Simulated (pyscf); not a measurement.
Thermochemistry of product channels of `[CH2]=[S]` + `[SH2]` on the singlet surface, in eV, from ωB97M-D3(BJ)/def2-TZVP energies (ideal gas, 1 atm, RRHO with modes under 100 cm⁻¹ raised to 100, one conformer, R ln 2 for rigid chiral ones). Optimised with ωB97X-D3(BJ)/def2-SVP in PySCF.

```json
[
 {"products": "`[S]=[CH][SH]` + `[H][H]`", "ΔE": "+0.25", "ΔH(298 K)": "+0.16", "ΔG(600 K)": "+0.34", "ΔG(1200 K)": "+0.45"},
 {"products": "`[CH3][S][SH]`", "ΔE": "?", "ΔH(298 K)": "-1.13", "ΔG(600 K)": "-0.29", "ΔG(1200 K)": "?"},
 {"products": "`[SH][CH2][SH]`", "ΔE": "-1.03", "ΔH(298 K)": "-0.91", "ΔG(600 K)": "-0.01", "ΔG(1200 K)": "+0.84"}
]
```

Task: What belongs in the gaps?

Result: 
- `[CH3][S][SH]`, ΔE: -1.30
- `[CH3][S][SH]`, ΔG(1200 K): +0.52

The channel to H₃C–S–SH turns unfavourable between 298 and 1200 K (ΔG from -0.71 eV to +0.52 eV). The channel to HS–CH₂–SH turns unfavourable between 298 and 1200 K (ΔG from -0.46 eV to +0.84 eV).

These are energies of the channels, which say nothing of barriers.
